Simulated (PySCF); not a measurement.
Compound: [MoOCl4]-, Cl₄MoO (charge -1 and doublet state).
Geometry (PBE0-D3(BJ)/def2-SVP, Å), atoms numbered from 1 in this order:
```
atom  x, y, z in Å
O1    -1.259   -0.215   -1.719
Mo2   -0.425   -0.033   -0.315
Cl3   -2.069   -0.067    1.373
Cl4    0.110   -2.226    0.379
Cl5   -0.333    2.299    0.049
Cl6    1.847    0.133   -0.934
```

The calculation used PySCF, PBE0-D3(BJ)/def2-SVP geometry optimisation, gas phase, def2 core potentials past Kr.

Task: Which atoms are bound to Mo2, and at what distances?

Result: 5 atoms: O1 1.643 Å, Cl3 2.356 Å, Cl4 2.361 Å, Cl6 2.361 Å, Cl5 2.362 Å.

Task: List the angles at Mo2.

Result: 
| angle | degrees | distance of the outer atoms (Å) |
| --- | --- | --- |
| Cl4–Mo2–Cl5 | 149.6 | 4.56 |
| Cl3–Mo2–Cl6 | 149.3 | 4.55 |
| O1–Mo2–Cl6 | 105.8 | 3.22 |
| O1–Mo2–Cl4 | 105.3 | 3.21 |
| O1–Mo2–Cl5 | 105.1 | 3.21 |
| O1–Mo2–Cl3 | 104.9 | 3.20 |
| Cl3–Mo2–Cl4 | 86.2 | 3.22 |
| Cl5–Mo2–Cl6 | 86.2 | 3.23 |
| Cl3–Mo2–Cl5 | 86.0 | 3.22 |
| Cl4–Mo2–Cl6 | 85.7 | 3.21 |

Task: What is the shape at Mo2?

Result: Square pyramidal: τ5 = (β − α)/60° = 0.00 from the two widest angles, 149.6° and 149.3° (0 for a square pyramid, 1 for a trigonal bipyramid). Differences among atoms that C4v makes equivalent are scatter left by the optimiser.

Task: What are the rotational constants (commonest isotopes, rigid rotor)?

Result: A = 1139, B = 1132, C = 697.0 MHz: an oblate symmetric top.

Point group: C4v (tolerance 0.08 Å). Charge -1, doublet. ⟨S²⟩ = 0.757 (exact for a doublet: 0.75). The geometry's basis has no diffuse functions, a weakness for an anion. Whether it is a minimum is left open (no frequencies).

The run took 3.2 min of wall time on Arm Neoverse V1, one thread, no GPU, shared host, and the process peaked at 0.58 GiB of memory. That covers the optimisation of the geometry.
